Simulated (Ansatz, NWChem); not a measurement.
# The same job for NWChem

Ansatz 0.2.0 runs this on PH3 (phosphine):

run.yaml:
```yaml
crystal:
  periodic: [false, false, false]
  atoms:
    - {symbol: P, position_ang: [0.504648, -1.001493, -0.180752]}
    - {symbol: H, position_ang: [0.789548, -0.708993, 1.179048]}
    - {symbol: H, position_ang: [-0.846852, -1.337993, 0.094848]}
    - {symbol: H, position_ang: [0.028700, 1.023500, -0.636900]}
basis:
  gaussian:
    orbitals: aug-cc-pVTZ
hamiltonian:
  xc: {name: wB97X}
accuracy: high
output: {orbitals: {seedname: orbitals}}
```

```bash
$ ansatz run run.yaml --threads 1 --pin off --max-ram 3480MiB --events-out events.jsonl --progress --plain --runs-dir runs
```

The P1–H4 distance was set to 2.130 Å, away from the relaxed value.

It gives a total energy of -343.068931 Eh.

Q: How is this level of theory, on these atoms, set up in NWChem 7.3.0 as an input file of the program's own?

A: This input was run:

mymol.xyz:
```
4
H3P
P      0.504648    -1.001493    -0.180752
H      0.789548    -0.708993     1.179048
H     -0.846852    -1.337993     0.094848
H      0.028700     1.023500    -0.636900
```

mymol.nw:
```
start mymol
title "H3P"
memory total 2200 mb

geometry units angstroms noautosym nocenter noautoz
load format xyz mymol.xyz
end

basis spherical bse
* library aug-cc-pVTZ
end

dft
xc wb97x
grid fine
convergence energy 1e-08
maxiter 100
mulliken
noprint "final vectors analysis"
end

task dft energy
```

```bash
$ nwchem mymol.nw > mymol.out
```

Its energy is -343.068920 Eh, 0.011 mEh from the first.
